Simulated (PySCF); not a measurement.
Calculation: PBE-D3(BJ)/def2-TZVP // PBE-D3(BJ)/def2-SVP run with PySCF. All species are isolated molecules in the gas phase. 

Reference species (SMILES): `[OH]` (neutral, multiplicity 2).

| Item | Value |
|---|---|
| highest occupied spin orbital | -7.14 eV |
| dipole moment | 1.73 D |

Changed species: `[N](C)C` (free radical N(CH3)2; the reference has free radical OH).

Q: What does the change do to the highest occupied spin orbital and dipole moment?

A: the highest occupied spin orbital goes up by 1.58 eV, to -5.56 eV; the dipole moment is nearly the same.
